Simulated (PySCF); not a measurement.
BF3, charge +1, multiplicity 2. Atoms are numbered in the order given.

```xyz
4

B      0.0000     0.0000     0.0000
F     -1.3170     0.0000     0.0000
F      0.6585     1.1405     0.0000
F      0.6585    -1.1405     0.0000
```
Charge +1, spin multiplicity 2.

The structure is a stationary point at TPSSh-D3(BJ)/def2-TZVP. The spin state was assumed, not searched. The isomer is the one that the SMILES or the coordinates give; other isomers of the formula were not compared.

Level of theory: PySCF with IEF-PCM-B3LYP/def2-SVP.

The values are the electrostatic part of the solvation free energy, E(continuum) − E(gas) at the gas-phase geometry, in a cavity of scaled van der Waals radii (PySCF's table); cavitation and dispersion terms are not included.

```csv
solvent,ε,ΔG(elec) (kcal/mol)
water,78.36,[?]
methanol,32.61,-65.7
ethanol,24.85,-65.0
```

Task: Fill in the missing entries. (An estimate is asked for; the answer gives what the named calculation found.)

Result: 
- water, ΔG(elec) (kcal/mol): -66.9
